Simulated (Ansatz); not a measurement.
# H2S (triplet): wave-function methods side by side at distance H1–H2 along a hydrogen transfer = 0.859 Å, cc-pVTZ

Aim: climb from Hartree-Fock through coupled cluster and multireference methods for H2S (triplet) at one geometry and basis, and see what each rung misses.

Program: Ansatz 0.2.0, Gaussian basis. Level of theory: cc-pVTZ, core rule «outside noble gas», up to 5 orbitals frozen. These are calculated values, not measurements.

The runs, in order: UHF; CCSD(T) on ROHF; CCSD(T) on UHF; BCCD(T) on ROHF; CISD; CCSDT(Q) on ROHF; CCSDT(Q) on UHF; CASSCF and NEVPT2, 4 electrons in 4 orbitals; CASSCF and MRCISD+Q, 8 electrons in 6 orbitals; CASSCF and NEVPT2, 8 electrons in 6 orbitals.

5 further runs of the same task are left out: 4 that didn't finish, 1 set aside as unsound or not needed.

### Step 1. The system

The geometry derives from fragments relaxed apart (PBE0/def2-TZVP) and kept rigid, so it is no stationary point. A hydrogen atom is moved between rigid fragments.

3 atoms, charge 0, spin multiplicity 3.

Atoms are counted from 1 here; the program's logs count them from 0.

Bond lengths: H2–S3 1.533 Å.

### Step 2. UHF

in.yaml

```yaml
crystal:
  periodic: [false, false, false]
  atoms:
    - {symbol: H, position_ang: [0.000000, 0.000000, -1.083667]}
    - {symbol: H, position_ang: [0.000000, 0.000000, -0.224667]}
    - {symbol: S, position_ang: [0.000000, 0.000000, 1.308333]}
basis:
  gaussian: {orbitals: cc-pVTZ}
magnetization: {spin_polarized: true, initial_magnetization: 2}
hamiltonian: {xc: hf}
output: {orbitals: {seedname: orbitals}}
```

On the command line:

```sh
ansatz run in.yaml --threads 1 --pin off --events-out ev --progress --plain --max-ram 2393MiB
```

The runs that follow: CCSD(T) on ROHF; CCSD(T) on UHF; BCCD(T) on ROHF; CISD; CCSDT(Q) on ROHF; CCSDT(Q) on UHF; CASSCF and NEVPT2, 4 electrons in 4 orbitals; CASSCF and MRCISD+Q, 8 electrons in 6 orbitals; CASSCF and NEVPT2, 8 electrons in 6 orbitals.

Q: Predict the results of all the runs planned. Wanted: UCCSDT(Q) below the RHF energy; RMP2 from UCCSDT(Q); UMP2 from UCCSDT(Q); RCCSD from UCCSDT(Q); RCCSD(T) from UCCSDT(Q); UCCSD(T) from UCCSDT(Q); RCCSDT(Q) from UCCSDT(Q); NEVPT2 pair from UCCSDT(Q); NEVPT2 valence from UCCSDT(Q).

The runs gave:

| quantity | value |
| --- | --- |
| UCCSDT(Q) below the RHF energy | -5.7700 eV |
| RMP2 from UCCSDT(Q) | +22.04 kcal/mol |
| UMP2 from UCCSDT(Q) | +23.38 kcal/mol |
| RCCSD from UCCSDT(Q) | +5.12 kcal/mol |
| RCCSD(T) from UCCSDT(Q) | +0.73 kcal/mol |
| UCCSD(T) from UCCSDT(Q) | +0.74 kcal/mol |
| RCCSDT(Q) from UCCSDT(Q) | +0.03 kcal/mol |
| NEVPT2 pair from UCCSDT(Q) | +21.32 kcal/mol |
| NEVPT2 valence from UCCSDT(Q) | +27.53 kcal/mol |
| MRCISD+Q valence from UCCSDT(Q) | +1.18 kcal/mol |
| levels within 1 kcal/mol (43 meV) | RCCSD(T), UCCSD(T), BCCD(T), RCCSDT, UCCSDT, RCCSDT(Q) |
| T1 diagnostic | 0.024 |
| effectively unpaired electrons | 2.01 |

What this shows: RCCSD(T) misses by +0.73 kcal/mol, 0.5 % of the correlation energy. One determinant dominates. Of the multireference levels listed MRCISD+Q valence comes nearest in total energy (+1.18 kcal/mol), which doesn't show that its space is the better one. These misses are within one basis, not against nature; the frozen cores of restricted and unrestricted runs differ, which can shift their rows.
